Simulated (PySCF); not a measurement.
PySCF input (B3PW91/6-31G* (5d)):

```python
from pyscf import gto, dft

mol = gto.M(
    atom='''
    H     0.02111205   -0.00143336    2.12185248
    N     0.01112652   -0.00075541    1.11826362
    C     0.00946073    1.12191629    0.33153769
    C    -0.00287711   -1.12236327    0.33014438
    C    -0.00584339    0.71143788   -0.97956154
    C    -0.01365831   -0.71011385   -0.98044408
    H     0.01917266    2.10750118    0.76352653
    H    -0.00400481   -2.10853097    0.76090912
    H    -0.01087228    1.35755136   -1.84125406
    H    -0.02578477   -1.35506260   -1.84293812
    ''',
    basis='6-31g*',
    charge=0,
    spin=0,
    verbose=4,
)

mf = dft.RKS(mol, xc='b3pw91')
mf.grids.level = 3
mf.conv_tol = 1e-9
mf.max_cycle = 100
mf.max_memory = 1500
mf.kernel()
if not mf.converged:
    mf = mf.newton()
    mf.kernel(mf.make_rdm1())
mf.dip_moment()
```

**Question.** What final total energy does it give?

**Answer.** -210.08529 Eh.
